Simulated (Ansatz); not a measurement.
Input file:

```yaml
crystal:
  periodic: [false, false, false]
  atoms:
    - {symbol: P, position_ang: [0.000104, -0.062613, 1.685915]}
    - {symbol: Ga, position_ang: [-0.000729, 0.007399, -0.771622]}
    - {symbol: H, position_ang: [0.047235, 1.412275, 1.568223]}
basis:
  gaussian: {orbitals: cc-pVDZ}
magnetization: {spin_polarized: false, initial_magnetization: 1}
hamiltonian: {pseudopotentials: {relativity: none}}
correlation: {method: qcisd_t, electrons: outside_noble_gas}
```

```sh
$ ansatz run in.yaml --threads 1 --pin off --events-out ev --progress --plain --max-ram 2393MiB
```

One thing in this input was set wrong on purpose, beside settings that are merely unusual. What is the gravest fault, and what does the program do?

A method name that the input doesn't accept. How the run ends: refused.
```
Error: YAML parse error: error: line 11 column 23: unknown variant `qcisd_t`, expected one of mp2, rpa, ccsd, ccsd_t, bccd, bccd_t, ccsdt, ccsdt_q, ccsdt_q_b, ccsdtq, fci, sc_nevpt2, fic_nevpt4_sd, fic_mrcisd_q, fic_mrcisd_q_relaxed
  --> <input>:11:23
   |
 9 | magnetization: {spin_polarized: false, initial_magnetization: 1}
10 | hamiltonian: {pseudopotentials: {relativity: none}}
11 | correlation: {method: qcisd_t, electrons: outside_noble_gas}
   |                       ^ unknown variant `qcisd_t`, expected one of mp2, rpa, ccsd, ccsd_t, bccd, bccd_t, ccsdt, ccsdt_q, ccsdt_q_b, ccsdtq, fci, sc_nevpt2, fic_nevpt4_sd, fic_mrcisd_q, fic_mrcisd_q_relaxed
```
